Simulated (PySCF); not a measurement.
Fill in the blanks.

Compound: tetracarbon monosulfide, C₄S (triplet state).
InChI=1S/C4S/c1-2-3-4-5

| property | level | value |
| --- | --- | --- |
| point group | PBE0-D3(BJ)/def2-SVP | ? |
| rotational constant B (linear) | PBE0-D3(BJ)/def2-SVP | ? |
| dipole moment | PBE0-D3(BJ)/def2-SVP | 4.26 D |
| isotropic g value | unrestricted B3LYP/IGLO-III, mean-field spin–orbit | ? |
| spin squared ⟨S²⟩ | unrestricted B3LYP/IGLO-III | ? |
| largest isotropic hyperfine couplings (means over sets of like nuclei) | unrestricted B3LYP/IGLO-III, mean-field spin–orbit | 13C +18.7, 13C -13.7, 13C -10.0, 33S +9.0, 13C +2.6 MHz |
| zero-field splitting D | unrestricted B3LYP/IGLO-III, mean-field spin–orbit | ? |

The electronic properties come from PySCF, for the isolated species, density fitting. Isolated species at its PBE0-D3(BJ)/def2-SVP geometry, gas phase.

(1) What is the zero-field splitting D?

(2) Give the rotational constant B (linear).

(3) The isotropic g value?

(4) The spin squared ⟨S²⟩?

(5) The point group?

## Answers

(1) 3.581 cm⁻¹.

(2) 1.505 GHz.

(3) 2.00388.

(4) 2.032.

(5) C∞v.

g_iso is shifted by about +1560 ppm from the free-electron value 2.002319. In atomic units the dipole is 1.68 e·bohr (1 au = 2.5417 D). B corresponds to 0.0502 cm⁻¹ (most abundant isotopes). ⟨S²⟩ is 0.032 above the pure-spin value S(S + 1) = 2.00.
